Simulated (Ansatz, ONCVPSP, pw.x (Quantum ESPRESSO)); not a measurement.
# Equation-of-state test of one ONCV potential (copper (Cu))

```json
{"Element": "Cu", "Generator": "ONCVPSP 4.0.1.1 (patched build)", "Type": "optimised norm-conserving Vanderbilt (ONCV)", "Functional": "PBE", "Relativity": "scalar-relativistic", "Frozen core": "[Ar]", "Valence charge": "11", "Reference configuration": "3d10 4s0.5 (charge +0.5)", "Partial waves": "4s: rc 2.05 bohr, ncon 3, nbas 7, qcut 3.5 1/bohr, 2 projectors, debl 3.5 Ha; p scattering state at 0.3 Ha: rc 2.10 bohr, ncon 3, nbas 8, qcut 3.9 1/bohr, 2 projectors, debl 3.8 Ha; 3d: rc 1.30 bohr, ncon 4, nbas 8, qcut 10.9 1/bohr, 2 projectors, debl 2.2 Ha; f scattering state at 0.26 Ha: rc 1.75 bohr, ncon 5, nbas 8, qcut 6.8 1/bohr, 2 projectors, debl 0.7 Ha", "Local potential": "polynomial inside 1.05 bohr (lpopt 5, dvloc0 -1 Ha)", "Core correction": "Teter function, fcfact 3, rcfact 1.25"}
```

In the p channel the program set the typed energies aside and used 0.050, 3.850 Ha.

Atomic tests: cutoffs needed: 52 Ha and 59 Ha (the cutoffs (Ha) at which the residual kinetic energy of the hardest occupied pseudo-wave falls to 1 and 0.1 mHa per electron); ghost test: no bound ghost flagged; GHOST(+) flagged for s at 1.62 eV, p at 124.9 eV; configuration tests: 2 of 4 tests not solved or not reliable.

Crystal test: fcc Cu in pw.x 7.5, no spin, 15³ k-points, Fermi–Dirac smearing 0.01 Ry, cutoffs 140/560 Ry. The lattice is a test structure that the element need not adopt, and mesh and smearing are coarse.

pw.x input:

```
&control
  calculation='scf', prefix='x', pseudo_dir='./', outdir='./tmp', tstress=.true., disk_io='none'
/
&system
  ibrav=0, nat=1, ntyp=1, ecutwfc=140, ecutrho=560, nbnd=13,
  occupations='smearing', smearing='fd', degauss=0.01
/
&electrons
  conv_thr=1e-09, mixing_beta=0.4, electron_maxstep=70
/
ATOMIC_SPECIES
Cu 1.0 Cu.UPF
CELL_PARAMETERS angstrom
  0.00000000 1.81727201 1.81727201
  1.81727201 0.00000000 1.81727201
  1.81727201 1.81727201 0.00000000
ATOMIC_POSITIONS crystal
Cu 0.0000 0.0000 0.0000
K_POINTS automatic
15 15 15 0 0 0
```

```bash
pw.x < Cu.scf.in > Cu.scf.out
```

Problem. How does the run end?

Solution. It converges; the pressure is -2.52 GPa against -0.58 GPa from all-electron LAPW. The generator flags a localised state at positive energy (s at 2 eV). Atomic configuration tests: 2 of 4 tests not solved or not reliable. The log shows:

```
     scf convergence threshold =      1.0E-09
     Exchange-correlation= PBE
     number of k points=   120  Fermi-Dirac smearing, width (Ry)=  0.0100
     iteration #  1     ecut=   140.00 Ry     beta= 0.40
     total energy              =    -102.72991690 Ry
     estimated scf accuracy    <       3.31834180 Ry
     iteration #  2     ecut=   140.00 Ry     beta= 0.40
     total energy              =    -103.74349007 Ry
     estimated scf accuracy    <       0.85993970 Ry
     iteration #  3     ecut=   140.00 Ry     beta= 0.40
     total energy              =    -103.83672750 Ry
     estimated scf accuracy    <       0.02161475 Ry
     iteration #  4     ecut=   140.00 Ry     beta= 0.40
     total energy              =    -103.84603050 Ry
     estimated scf accuracy    <       0.01432289 Ry
     [... 9 iterations left out ...]
     iteration # 14     ecut=   140.00 Ry     beta= 0.40
     total energy              =    -103.84670155 Ry
     estimated scf accuracy    <       0.00000047 Ry
     iteration # 15     ecut=   140.00 Ry     beta= 0.40
     total energy              =    -103.84670154 Ry
     estimated scf accuracy    <       0.00000011 Ry
     iteration # 16     ecut=   140.00 Ry     beta= 0.40
     total energy              =    -103.84670153 Ry
     estimated scf accuracy    <       0.00000003 Ry
     iteration # 17     ecut=   140.00 Ry     beta= 0.40
     the Fermi energy is    12.6767 ev
!    total energy              =    -103.84670153 Ry
     estimated scf accuracy    <          3.1E-11 Ry
     smearing contrib. (-TS)   =      -0.00139196 Ry
     The total energy is F=E-TS. E is the sum of the following terms:
     one-electron contribution =     -24.66838377 Ry
     hartree contribution      =      27.25208710 Ry
     xc contribution           =     -25.65663929 Ry
     ewald contribution        =     -80.77237361 Ry
     convergence has been achieved in  17 iterations
          total   stress  (Ry/bohr**3)                   (kbar)     P=      -25.19
     Message from routine punch:
     Nothing written, as per user request (disk_io='none')
```
